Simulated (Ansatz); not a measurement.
## [NH2···H···Br], doublet: the ladder up to UCCSDT(Q)

Geometry: a point of a hydrogen-transfer path between rigid fragments, not a stationary point.

```xyz
5

N    -2.3537   -0.0059   -0.0092
H    -2.6510    0.9620   -0.0092
H    -2.6510   -0.4082    0.8711
H    -1.4117   -0.0059   -0.0092
Br    0.4973   -0.0059   -0.0092
```

Basis cc-pVDZ; Ansatz 0.2.0. Correlated methods freeze the noble-gas cores and the filled d shells of p-block atoms, which leaves 15 electrons in 41 orbitals. R marks a restricted (for open shells ROHF) determinant, U an unrestricted one. Active spaces: valence = (15e, 11o) chosen from the atoms' valence shells. No spin–orbit coupling is included, and no scalar relativity.

Full CI isn't at hand for all of this; UCCSDT(Q) serves as the reference, and is uncertain by about the last step of the cluster series. The frozen core follows each run's orbitals, which can shift R against U totals by a few meV for light atoms and by up to 0.1 eV past Ca.

The UHF ⟨S²⟩ is 0.758, the T1 diagnostic (RCCSD) is 0.0260 and the largest doubles amplitude (RCCSD) is 0.037. The T1 diagnostic (UCCSD) is 0.0214.

Q: From what is known of these methods and the diagnostics, rank them by the size of their error in total energy against UCCSDT(Q) in cc-pVDZ, smallest first (an estimate: the text doesn't fix the numbers).
A. UMP2
B. UCCSD
C. UCCSD(T)
D. UHF
E. UCCSDT

A: E (14 meV), C (28 meV), B (177 meV), A (980 meV), D (8745 meV).

All errors are against UCCSDT(Q) in cc-pVDZ. Within each family the higher level lies nearer, as is usual though not guaranteed.

Natural occupations of CASSCF (valence space) about the gap: 1.998 1.982 1.979 1.978 1.002 0.022 0.021 0.018; effectively unpaired electrons, Σ n²(2−n)², 1.01.
